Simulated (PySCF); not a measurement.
# Electronic absorption of C3H4N2O

C₃H₄N₂O.
Numbering: `[H]/[N:4]=[C:3](/[O:2][CH3:1])[C:5]#[N:6]` (hydrogens: H7, H8, H9 on C1; H10 on N4)

Level of theory: TDDFT B3LYP/def2-SVPD, vertical, gas phase, core orbitals frozen in the response in PySCF. One conformer (not necessarily the lowest) at the GFN2-xTB geometry, without solvent, vibrations or thermal averaging. Torsions of this conformer, `[H]/[N:4]=[C:3](/[O:2][CH3:1])[C:5]#[N:6]`: C1–O2–C3–N4 0°.

Predict the UV-vis stick spectrum at this level.

| state | E (eV) | ν̃ (cm⁻¹) | f | \|μ\| (D) | symmetry | main configurations (H = HOMO, L = LUMO) |
| --- | --- | --- | --- | --- | --- | --- |
| S1 | 5.25 | 42310 | 0.0023 | 0.34 | A″ | H-1→L (99%) |
| S2 | 6.20 | 49970 | 0.075 | 1.79 | A′ | H→L (87%), H-1→L+1 (10%) |
| S3 | 6.90 | 55660 | 0.0010 | 0.19 | – | H-3→L (86%) |
| S4 | 6.99 | 56350 | 0.062 | 1.53 | A′ | H-2→L (73%), H-1→L+1 (17%) |
| S5 | 7.20 | 58080 | 0.0019 | 0.26 | – | H→L+1 (93%) |
| S6 | 7.42 | 59860 | 0.0003 | 0.09 | – | H-4→L (90%) |
| S7 | 7.69 | 62020 | 0.0035 | 0.35 | A″ | H→L+2 (73%), H-5→L (21%) |
| S8 | 7.72 | 62270 | 0.019 | 0.81 | A″ | H-5→L (71%), H→L+2 (24%) |

Triplets (Tamm–Dancoff): T1 4.26 eV, H→L (92%); T2 4.58 eV, H-1→L (98%); T3 5.76 eV, H-2→L (81%).

The lowest singlet lies at 5.25 eV (236 nm, ultraviolet) and is very weak; its leading configuration is HOMO-1→LUMO (99%). The most intense listed level is S2 at 6.20 eV (200 nm, f = 0.075), 0.95 eV above S1. Löwdin shares by element: HOMO nitrogen 36% or more, oxygen 32%, carbon 18% or more; LUMO nitrogen 47%, carbon 40% or more. Weighted by f, the mean energy of these states is 6.71 eV. Of the 8 states listed, 3 reach f = 0.01 and 1 stays under 0.0005. The listed states span 2.47 eV, and the widest gap between neighbours is 0.95 eV (S1 to S2). No computed singlet lies in the visible range (380 to 750 nm); the lowest, at 236 nm, stands 1.98 eV above its violet end (3.26 eV). Symmetry labels in Cs follow from the direction of the transition dipole and are given only for states with f of 0.002 or more. The window holds the lowest 8 singlets.
